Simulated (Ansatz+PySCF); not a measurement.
Values are calculated unless marked as measured or tabulated.
**Several solutions for singlet N2**

```xyz
2

N     0.0000    0.0000   -1.2075
N     0.0000    0.0000    1.2075
```

Basis set: STO-3G (spherical functions). Charge 0, multiplicity 1.

PBE0 (unrestricted) was run from several starts with Ansatz (development build ahead of 0.2.0) and PySCF 2.14.0.

| run | program | start | converged | energy (hartree) | <S²> |
| --- | --- | --- | --- | --- | --- |
| A | Ansatz | search for the lowest state | yes | -107.68640 | 2.87 |
| B | Ansatz | stability test followed | yes | -107.68640 | 2.87 |
| C | Ansatz | atomic start, no search | yes | -107.38351 | 0.00 |
| D | PySCF | program defaults | yes | -107.38351 | 0.00 |

(1) Which runs reached the lowest solution of this kind, and what is wrong with the others?

## Answers

(1) A, B reached the lowest solution found. Converged but too high: C by 8.24 eV, D by 8.24 eV. Convergence only shows a stationary point, and even a stable one can lie too high; stability tests and further starts are what find lower ones. Caution: the unrestricted determinant is a mixture of spin states.
